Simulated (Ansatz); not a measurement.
1T (CdI2-type) PtS2 was calculated with PBE-D4 (plane waves, PAW; Ansatz, a program for electronic structure).

Run with plane-wave cutoff 520 eV, 24×24×16 k mesh (along the axes of the cell as run), scalar-relativistic PAW data made under PBE.

Computed at the level's own relaxed cell.

Question: Predict the Voigt–Reuss–Hill bulk modulus, elastic constant C11, elastic constant C44, polycrystal shear modulus (Hill average), elastic constant C12, elastic constant C13, elastic constant C33 and elastic constant C66.

Answer: 
- Voigt–Reuss–Hill bulk modulus = 60.1 GPa
- elastic constant C11 = 229 GPa
- elastic constant C44 = 46.9 GPa
- polycrystal shear modulus (Hill average) = 48.2 GPa
- elastic constant C12 = 64.3 GPa
- elastic constant C13 = 30.9 GPa
- elastic constant C33 = 37.4 GPa
- elastic constant C66 = 82.4 GPa

Note: the dispersion coefficients are held fixed in the derivatives.

Elastic constants are with the ions relaxed.

Spin–orbit coupling is not included.

Computed values are for the static lattice.
